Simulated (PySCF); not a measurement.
Compound: butyric acid, C4H8O2.
Structure used (PBE0-D3(BJ)/def2-SVP), in Å, numbered top down from 1:
```xyz
14
C4H8O2 angstrom
C     -1.9662   -0.3137    0.6149
C     -0.6585    0.4390    0.4390
C      0.3806   -0.3590   -0.3270
C      1.7030    0.3455   -0.4535
O      1.9956    1.3891    0.0681
O      2.5596   -0.3365   -1.2287
H     -2.7054    0.2905    1.1615
H     -2.4108   -0.5826   -0.3570
H     -1.8199   -1.2494    1.1788
H     -0.8338    1.3931   -0.0844
H     -0.2386    0.7184    1.4184
H      0.0365   -0.6134   -1.3441
H      0.5760   -1.3326    0.1571
H      3.3820    0.1767   -1.2431
```

The closed-shell ground state was solved at several levels (PySCF, density fitting, gas phase, non-relativistic).

| level | basis functions | HOMO (eV) | LUMO (eV) | gap (eV) | dipole (D) |
| --- | --- | --- | --- | --- | --- |
| KT2/pcSseg-1 | 142 | -6.57 | -0.73 | 5.84 | 1.47 |
| PBE0/def2-SVP | 124 | -7.92 | 0.53 | 8.45 | 1.47 |
| PBE0/IGLO-III | 290 | -8.10 | 0.20 | 8.30 | 1.59 |
| PBE0/pcSseg-0 | 70 | -8.18 | 0.25 | 8.43 | 1.38 |
| mPW1PW91/pcSseg-1 | 142 | -8.14 | 0.31 | 8.45 | 1.54 |
| B3LYP/def2-SVPD | 190 | -7.96 | -0.21 | 7.75 | 1.59 |
| B97-D/pcSseg-1 | 142 | -6.43 | -0.72 | 5.71 | 1.48 |
| BHandHLYP/def2-SVPD | 190 | -9.85 | 0.91 | 10.76 | 1.67 |
| LDA/def2-SVPD | 190 | -6.73 | -1.31 | 5.42 | 1.57 |

Q: Estimate the row for PBE0/pcSseg-2, a basis of 328 functions; the other rows only guide the guess.

A: HOMO -8.11 eV, LUMO 0.21 eV, gap 8.32 eV, dipole 1.59 D.

Q: Over all these levels, which gives the widest orbital gap and which the narrowest?

A: BHandHLYP/def2-SVPD (global hybrid, 50 % exact exchange) has the widest, 10.76 eV, and LDA/def2-SVPD (LDA) the narrowest, 5.42 eV. The two share the basis. From the narrowest to the widest the HOMO moves by -3.12 eV and the LUMO by +2.22 eV.

Q: How much does the basis alone move the frontier levels among the 4 PBE0 rows (the withheld one included)?

A: The HOMO by 0.26 eV and the LUMO by 0.33 eV. By rising basis size (HOMO, LUMO in eV): pcSseg-0 -8.18, 0.25; def2-SVP -7.92, 0.53; IGLO-III -8.10, 0.20; pcSseg-2 -8.11, 0.21.

Q: How far do the dipole and the HOMO energy spread over the levels?

A: The dipole runs from 1.38 to 1.67 D (mean 1.53 D) and the HOMO from -9.85 to -6.43 eV.

One conformer stands for the species.
